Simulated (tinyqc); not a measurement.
RKS/BLYP in the sto-3g basis, for H2O, spin multiplicity 1, step by step. One step of it, computed by the program tinyqc.

Task: Iteration 1: building the Kohn-Sham matrix. J_ij = sum D_kl (ij|kl); F = H + J + V_xc; E = tr D H + tr D J / 2 + E_xc + E_nn.

D at the start, order 1O 1s, 1O 2s, 1O 2px, 1O 2py, 1O 2pz, 2H 1s, 3H 1s:
$$\begin{pmatrix}
2.134013 & -0.601832 & 0.000000 & -0.006246 & -0.053564 & 0.089079 & 0.078038 \\
-0.601832 & 2.695932 & 0.000000 & 0.046243 & 0.328169 & -0.398426 & -0.344161 \\
0.000000 & 0.000000 & 2.000000 & 0.000000 & 0.000000 & 0.000000 & 0.000000 \\
-0.006246 & 0.046243 & 0.000000 & 2.366958 & 0.021687 & -0.392228 & 0.353064 \\
-0.053564 & 0.328169 & 0.000000 & 0.021687 & 2.180919 & -0.256167 & -0.228402 \\
0.089079 & -0.398426 & 0.000000 & -0.392228 & -0.256167 & 0.141298 & 0.010496 \\
0.078038 & -0.344161 & 0.000000 & 0.353064 & -0.228402 & 0.010496 & 0.115072
\end{pmatrix}$$

core Hamiltonian H = T + V (hartree), order 1O 1s, 1O 2s, 1O 2px, 1O 2py, 1O 2pz, 2H 1s, 3H 1s:
$$\begin{pmatrix}
-32.697754 & -7.607322 & 0.000000 & -0.001496 & -0.018171 & -1.788231 & -1.543337 \\
-7.607322 & -9.313478 & 0.000000 & -0.014804 & -0.215068 & -3.792594 & -3.423766 \\
0.000000 & 0.000000 & -7.440139 & 0.000000 & 0.000000 & 0.000000 & 0.000000 \\
-0.001496 & -0.014804 & 0.000000 & -7.589853 & -0.008287 & -2.056354 & 1.906329 \\
-0.018171 & -0.215068 & 0.000000 & -0.008287 & -7.528860 & -1.651576 & -1.534899 \\
-1.788231 & -3.792594 & 0.000000 & -2.056354 & -1.651576 & -5.105130 & -1.505224 \\
-1.543337 & -3.423766 & 0.000000 & 1.906329 & -1.534899 & -1.505224 & -4.875342
\end{pmatrix}$$

Two-electron integrals (ij|kl) in chemists' order, unique and non-zero (hartree):
```
(11|11) 4.785065    (21|11) 0.741380    (21|21) 0.136873    (22|11) 1.118947
(22|21) 0.256633    (22|22) 0.817206    (31|31) 0.024477    (32|31) 0.037809
(32|32) 0.180518    (33|11) 1.115814    (33|21) 0.256684    (33|22) 0.817023
(33|33) 0.880159    (41|41) 0.024477    (42|41) 0.037809    (42|42) 0.180518
(43|43) 0.047444    (44|11) 1.115814    (44|21) 0.256684    (44|22) 0.817023
(44|33) 0.785270    (44|44) 0.880159    (51|51) 0.024477    (52|51) 0.037809
(52|52) 0.180518    (53|53) 0.047444    (54|54) 0.047444    (55|11) 1.115814
(55|21) 0.256684    (55|22) 0.817023    (55|33) 0.785270    (55|44) 0.785270
(55|55) 0.880159    (61|11) 0.175773    (61|21) 0.032159    (61|22) 0.059851
(61|33) 0.059738    (61|41) 0.001170    (61|42) 0.002184    (61|44) 0.059955
(61|51) 0.000901    (61|52) 0.001681    (61|54) 0.000167    (61|55) 0.059867
(61|61) 0.007654    (62|11) 0.410314    (62|21) 0.095210    (62|22) 0.333652
(62|33) 0.328134    (62|41) 0.005635    (62|42) 0.042317    (62|44) 0.338334
(62|51) 0.004337    (62|52) 0.032569    (62|54) 0.007850    (62|55) 0.334176
(62|61) 0.022772    (62|62) 0.166003    (63|31) 0.010170    (63|32) 0.058440
(63|43) 0.008884    (63|53) 0.006837    (63|63) 0.024195    (64|11) 0.228217
(64|21) 0.053662    (64|22) 0.200868    (64|33) 0.191671    (64|41) 0.012967
(64|42) 0.082712    (64|44) 0.215469    (64|51) 0.002153    (64|52) 0.018680
(64|54) 0.011479    (64|55) 0.195243    (64|61) 0.013426    (64|62) 0.121393
(64|64) 0.111987    (65|11) 0.175645    (65|21) 0.041301    (65|22) 0.154596
(65|33) 0.147518    (65|41) 0.002153    (65|42) 0.018680    (65|44) 0.152160
(65|51) 0.011827    (65|52) 0.072817    (65|54) 0.012456    (65|55) 0.163942
(65|61) 0.010333    (65|62) 0.093429    (65|64) 0.067568    (65|65) 0.076198
(66|11) 0.536535    (66|21) 0.126522    (66|22) 0.506716    (66|33) 0.486064
(66|41) 0.010061    (66|42) 0.102691    (66|44) 0.524587    (66|51) 0.007743
(66|52) 0.079035    (66|54) 0.029649    (66|55) 0.508883    (66|61) 0.030563
(66|62) 0.311530    (66|64) 0.260299    (66|65) 0.200337    (66|66) 0.774606
(71|11) 0.151392    (71|21) 0.027714    (71|22) 0.051631    (71|33) 0.051531
(71|41) -0.001014   (71|42) -0.001897   (71|44) 0.051723    (71|51) 0.000781
(71|52) 0.001461    (71|54) -0.000148   (71|55) 0.051645    (71|61) 0.006493
(71|62) 0.019030    (71|64) 0.010212    (71|65) 0.008643    (71|66) 0.025223
(71|71) 0.005685    (72|11) 0.368361    (72|21) 0.085544    (72|22) 0.301606
(72|33) 0.296482    (72|41) -0.005089   (72|42) -0.038875   (72|44) 0.305953
(72|51) 0.003918    (72|52) 0.029934    (72|54) -0.007293   (72|55) 0.302097
(72|61) 0.019818    (72|62) 0.123134    (72|64) 0.061581    (72|65) 0.067667
(72|66) 0.192022    (72|71) 0.017659    (72|72) 0.137826    (73|31) 0.008950
(73|32) 0.052105    (73|43) -0.008077   (73|53) 0.006219    (73|63) 0.017173
(73|73) 0.019640    (74|11) -0.210209   (74|21) -0.049448   (74|22) -0.186162
(74|33) -0.177716   (74|41) 0.011528    (74|42) 0.074826    (74|44) -0.199506
(74|51) -0.001985   (74|52) -0.017495   (74|54) 0.010559    (74|55) -0.181058
(74|61) -0.010935   (74|62) -0.063869   (74|64) -0.015226   (74|65) -0.034258
(74|66) -0.087861   (74|71) -0.010659   (74|72) -0.103334   (74|74) 0.096223
(75|11) 0.161861    (75|21) 0.038075    (75|22) 0.143345    (75|33) 0.136841
(75|41) -0.001985   (75|42) -0.017495   (75|44) 0.141181    (75|51) 0.010478
(75|52) 0.065576    (75|54) -0.011419   (75|55) 0.151853    (75|61) 0.009215
(75|62) 0.068854    (75|64) 0.033685    (75|65) 0.054432    (75|66) 0.117777
(75|71) 0.008207    (75|72) 0.079567    (75|74) -0.058969   (75|75) 0.065046
(76|11) 0.150252    (76|21) 0.035188    (76|22) 0.133798    (76|33) 0.130728
(76|41) -0.000045   (76|42) -0.000523   (76|44) 0.133384    (76|51) 0.002547
(76|52) 0.022737    (76|54) -0.000144   (76|55) 0.137138    (76|61) 0.008327
(76|62) 0.065630    (76|64) 0.041072    (76|65) 0.041623    (76|66) 0.125987
(76|71) 0.007190    (76|72) 0.060467    (76|74) -0.039382   (76|75) 0.039146
(76|76) 0.031902    (77|11) 0.508017    (77|21) 0.119894    (77|22) 0.484760
(77|33) 0.465160    (77|41) -0.009240   (77|42) -0.097298   (77|44) 0.501695
(77|51) 0.007115    (77|52) 0.074919    (77|54) -0.028133   (77|55) 0.486822
(77|61) 0.027712    (77|62) 0.203475    (77|64) 0.089748    (77|65) 0.122513
(77|66) 0.335409    (77|71) 0.024971    (77|72) 0.278828    (77|74) -0.238656
(77|75) 0.183765    (77|76) 0.125987    (77|77) 0.774606
```

nuclear repulsion = 9.00107770 hartree

V_xc (hartree), order 1O 1s, 1O 2s, 1O 2px, 1O 2py, 1O 2pz, 2H 1s, 3H 1s:
$$\begin{pmatrix}
-3.153400 & -0.441691 & 0.000000 & -0.000199 & -0.001511 & -0.105570 & -0.090912 \\
-0.441691 & -0.843249 & 0.000000 & 0.000258 & -0.001257 & -0.307799 & -0.277579 \\
0.000000 & 0.000000 & -0.836860 & 0.000000 & 0.000000 & 0.000000 & 0.000000 \\
-0.000199 & 0.000258 & 0.000000 & -0.837538 & 0.000445 & -0.172016 & 0.160239 \\
-0.001511 & -0.001257 & 0.000000 & 0.000445 & -0.835882 & -0.131688 & -0.122492 \\
-0.105570 & -0.307799 & 0.000000 & -0.172016 & -0.131688 & -0.372639 & -0.105437 \\
-0.090912 & -0.277579 & 0.000000 & 0.160239 & -0.122492 & -0.105437 & -0.360421
\end{pmatrix}$$

E_xc = sum of w rho eps_xc = -10.32368440 hartree

Give: Coulomb J; Kohn-Sham matrix F; total energy of this density.

Result:

Coulomb J (hartree), order 1O 1s, 1O 2s, 1O 2px, 1O 2py, 1O 2pz, 2H 1s, 3H 1s:
$$\begin{pmatrix}
18.7623 & 3.5821 & 0.0000 & 0.0004 & 0.0044 & 0.8414 & 0.7253 \\
3.5821 & 8.8736 & 0.0000 & -0.0010 & -0.0056 & 3.5107 & 3.1691 \\
0.0000 & 0.0000 & 8.8706 & 0.0000 & 0.0000 & 0.0000 & 0.0000 \\
0.0004 & -0.0010 & 0.0000 & 8.8621 & -0.0009 & 2.0674 & -1.9154 \\
0.0044 & -0.0056 & 0.0000 & -0.0009 & 8.8646 & 1.5877 & 1.4711 \\
0.8414 & 3.5107 & 0.0000 & 2.0674 & 1.5877 & 5.1011 & 1.3723 \\
0.7253 & 3.1691 & 0.0000 & -1.9154 & 1.4711 & 1.3723 & 4.8728
\end{pmatrix}$$

Kohn-Sham matrix F (hartree), order 1O 1s, 1O 2s, 1O 2px, 1O 2py, 1O 2pz, 2H 1s, 3H 1s:
$$\begin{pmatrix}
-17.0889 & -4.4669 & 0.0000 & -0.0013 & -0.0153 & -1.0524 & -0.9089 \\
-4.4669 & -1.2832 & 0.0000 & -0.0155 & -0.2219 & -0.5897 & -0.5322 \\
0.0000 & 0.0000 & 0.5936 & 0.0000 & 0.0000 & 0.0000 & 0.0000 \\
-0.0013 & -0.0155 & 0.0000 & 0.4348 & -0.0088 & -0.1610 & 0.1511 \\
-0.0153 & -0.2219 & 0.0000 & -0.0088 & 0.4998 & -0.1955 & -0.1863 \\
-1.0524 & -0.5897 & 0.0000 & -0.1610 & -0.1955 & -0.3767 & -0.2384 \\
-0.9089 & -0.5322 & 0.0000 & 0.1511 & -0.1863 & -0.2384 & -0.3629
\end{pmatrix}$$

total energy of this density = -73.530443 hartree
